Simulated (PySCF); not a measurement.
**Which basis set comes closest?**

Molecule: ethanethiol, C₂H₆S.

Geometry:
| atom | x (Å) | y (Å) | z (Å) |
| --- | --- | --- | --- |
| C1 | -0.782 | 0.537 | 0.117 |
| C2 | 0.114 | -0.660 | -0.131 |
| S3 | 1.712 | -0.594 | 0.741 |
| H4 | -1.751 | 0.411 | -0.394 |
| H5 | -0.323 | 1.464 | -0.262 |
| H6 | -0.971 | 0.673 | 1.192 |
| H7 | -0.354 | -1.584 | 0.243 |
| H8 | 0.295 | -0.814 | -1.206 |
| H9 | 2.192 | 0.496 | 0.103 |

Geometry PBE0-D3(BJ)/def2-SVP throughout; GIAO in PySCF 2.14.0 with density-fitted response routines, gas phase, one conformer, non-relativistic; equivalent atoms averaged; functional PBE0.

Reference values (measured; solution, not stated per compound (mostly CDCl3 or CCl4); Pretsch, Buehlmann, Badertscher, Structure Determination of Organic Compounds, 4th ed. (2009)): δ(C2) = 19.1 ppm, δ(C1) = 19.7 ppm, δ(H7/H8) = 2.44 ppm, δ(H4/H5/H6) = 1.31 ppm. Computed shifts are taken against TMS, calculated as an isolated molecule at each level.

Q: How do the basis sets STO-3G, 6-31G, pcSseg-0, 6-31G*, def2-SVP, cc-pVDZ, pcSseg-1, 6-311+G(2d,p), aug-cc-pVDZ, def2-TZVP, IGLO-III, cc-pVTZ, pcSseg-2 perform against the reference? Times are CPU seconds on shared hosts with different chips, so compare them loosely.

A: 
```csv
basis set,functions,C2,C1,H7/H8,H4/H5/H6,mean abs. error C,mean abs. error H,core-s
STO-3G,25,28.6,21.0,0.89,0.81,5.4,1.02,1.3
6-31G,43,23.5,22.1,2.43,1.38,3.4,0.04,2.8
pcSseg-0,43,23.5,23.1,2.10,1.31,3.9,0.17,2
6-31G*,58,22.9,21.4,2.32,1.23,2.7,0.10,3.2
def2-SVP,76,23.2,20.7,2.11,1.08,2.5,0.28,3.4
cc-pVDZ,76,26.0,22.6,2.24,1.17,4.9,0.17,3.6
pcSseg-1,88,25.4,22.9,2.26,1.22,4.7,0.14,3.5
"6-311+G(2d,p)",125,26.1,22.3,2.46,1.25,4.8,0.04,6.2
aug-cc-pVDZ,127,26.8,22.3,2.51,1.35,5.2,0.05,6.4
def2-TZVP,135,26.1,22.9,2.38,1.24,5.1,0.07,7
IGLO-III,174,26.1,23.4,2.42,1.25,5.3,0.04,10
cc-pVTZ,178,25.8,22.7,2.39,1.25,4.8,0.05,12
pcSseg-2,199,26.5,23.7,2.41,1.25,5.7,0.04,6.1
```

For ¹³C the closest is def2-SVP (2.5 ppm, with 6-31G* practically level) and the furthest pcSseg-2 (5.7 ppm).

For ¹H the closest is 6-31G (0.04 ppm, with 6-311+G(2d,p), IGLO-III, pcSseg-2, aug-cc-pVDZ, cc-pVTZ, def2-TZVP practically level) and the furthest STO-3G (1.02 ppm). Where a smaller basis beats a larger one, errors probably cancel; the largest sets show where the functional converges. One molecule is a small sample, and vibrational and solvent effects are absent from the calculation.

A small basis that lands close on one nucleus may do so by chance; judge by the trend and by all nuclei.
